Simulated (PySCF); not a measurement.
Species: BClH₅N.
InChI=1S/BClH5N/c2-1-3/h1H2,3H3

The closed-shell ground state was solved at several levels (PySCF, density fitting, gas phase, non-relativistic). Isolated species at its PBE0-D3(BJ)/def2-SVP geometry, gas phase.

| level | basis functions | HOMO (eV) | LUMO (eV) | gap (eV) | dipole (D) |
| --- | --- | --- | --- | --- | --- |
| BP86/pcSseg-2 | 185 | -6.03 | -1.13 | 4.90 | 6.03 |
| LC-wPBE/def2-SVPD | 107 | -10.06 | 1.32 | 11.38 | 6.22 |
| PBE0/STO-3G | 24 | -4.65 | 7.36 | 12.01 | 7.10 |
| PBE0/IGLO-III | 164 | -7.16 | -0.36 | 6.80 | 5.94 |
| BLYP/pcSseg-2 | 185 | -5.82 | -1.33 | 4.49 | 5.98 |
| PBE0/cc-pVTZ | 164 | -7.20 | -0.05 | 7.15 | 6.11 |
| B3LYP/def2-TZVP | 129 | -6.99 | -0.53 | 6.46 | 6.06 |
| BHandHLYP/def2-SVPD | 107 | -8.55 | 0.05 | 8.60 | 6.17 |
| HF/pcSseg-2 | 185 | -10.50 | 1.75 | 12.25 | 6.38 |
| B97-2/pcSseg-2 | 185 | -7.01 | -0.48 | 6.53 | 6.14 |
| PBE0/6-31G* | 56 | -7.03 | 0.94 | 7.97 | 6.49 |

Estimate the row for B3LYP/cc-pVTZ, a basis of 164 functions; the other rows only guide the guess.

HOMO -6.98 eV, LUMO -0.44 eV, gap 6.54 eV, dipole 6.07 D.

Over all these levels, which gives the widest orbital gap and which the narrowest?

HF/pcSseg-2 (Hartree–Fock, all exact exchange) has the widest, 12.25 eV, and BLYP/pcSseg-2 (GGA) the narrowest, 4.49 eV. The two share the basis. From the narrowest to the widest the HOMO moves by -4.68 eV and the LUMO by +3.08 eV.

How much does the basis alone move the frontier levels among the 4 PBE0 rows?

The HOMO by 2.55 eV and the LUMO by 7.72 eV. By rising basis size (HOMO, LUMO in eV): STO-3G -4.65, 7.36; 6-31G* -7.03, 0.94; IGLO-III -7.16, -0.36; cc-pVTZ -7.20, -0.05.

In the pcSseg-2 basis, how does the gap go with the fixed share of exact exchange?

BLYP (0 %) 4.49 eV; BP86 (0 %) 4.90 eV; B97-2 (21 %) 6.53 eV; HF (100 %) 12.25 eV. Each rise in the share widens the gap here.

How far do the dipole and the HOMO energy spread over the levels?

The dipole runs from 5.94 to 7.10 D (mean 6.22 D) and the HOMO from -10.50 to -4.65 eV.
